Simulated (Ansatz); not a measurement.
Input file:

```yaml
crystal:
  periodic: [false, false, false]
  atoms:
    - {symbol: C, position_ang: [0.000000, 0.000000, 1.057693]}
    - {symbol: Al, position_ang: [0.000000, 0.000000, -0.799174]}
    - {symbol: O, position_ang: [0.000000, 0.000000, -2.396024]}
    - {symbol: H, position_ang: [0.000000, 0.000000, 2.137505]}
basis:
  gaussian: {orbitals: cc-pVDZ}
magnetization: {spin_polarized: true, initial_magnetization: 2}
hamiltonian: {xc: {name: PBE}}
output: {orbitals: {seedname: orbitals}}
```

```sh
$ ansatz run in.yaml --threads 1 --pin off --events-out ev --progress --plain --max-ram 2393MiB
```

The program prints:

```
626 factors; their error is unknown
mean field evaluation 1: about -9672.4843 eV, gradient 5.5e1 eV
mean field evaluation 2: about -9486.8870 eV, gradient 1.3e2 eV
mean field evaluation 4: about -9683.6070 eV, gradient 2.0e1 eV
mean field evaluation 8: about -9685.8361 eV, gradient 6.8e0 eV
mean field evaluation 16: about -9686.0246 eV, gradient 8.7e-5 eV
mean field evaluation 32: about -9685.7974 eV, gradient 4.3e0 eV
mean field -9686.02456767 eV, -355.9548374387 hartree, gradient 1.3e-5 eV, S^2 2.011375; 4 other end points of the search recorded, 0 dependent functions left out
reference -9686.02460218 eV, -355.9548387067 hartree; 15, 13 occupied and 36, 38 virtual orbitals, 626 factors
Total energy: -9686.02460218 eV, -355.9548387067 hartree
```

Ran on 1 thread of AMD EPYC, shared host: 7.5 s wall, 0.12 GiB peak host memory.
